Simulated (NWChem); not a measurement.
Correlation energy of CS

```xyz
2

C      0.0000     0.0000     1.1192
S      0.0000     0.0000    -0.4197
```
Charge 0, spin multiplicity 1.

The numbers come from NWChem runs, not from measurements. All single points use one geometry, from B3LYP/def2-SVP, a minimum by its harmonic frequencies.

Basis set: def2-QZVP. Each correlation energy counts from its own Hartree-Fock reference.

```
method        correlation energy (mHa)  difference from CCSD(T)
------------  ------------------------  -----------------------
CR-CCSD[T]                      -357.4                     +3.9
MP2                             -325.6                    +35.6
CCSD+T(CCSD)                    -362.9                     -1.6
SCS-MP2                         -323.7                    +37.6
CR-CCSD(T)                      -356.2                     +5.1
CCSD                            -337.9                    +23.4
CCSD(T)                         -361.3                      0.0
```

The values span 39.2 mHa, from CCSD+T(CCSD) (lowest) to SCS-MP2 (highest). 

The correlated methods keep 6 core orbitals frozen. The structure started from a generated list of species. Differences from the coupled-cluster row are differences between methods, not errors against experiment.
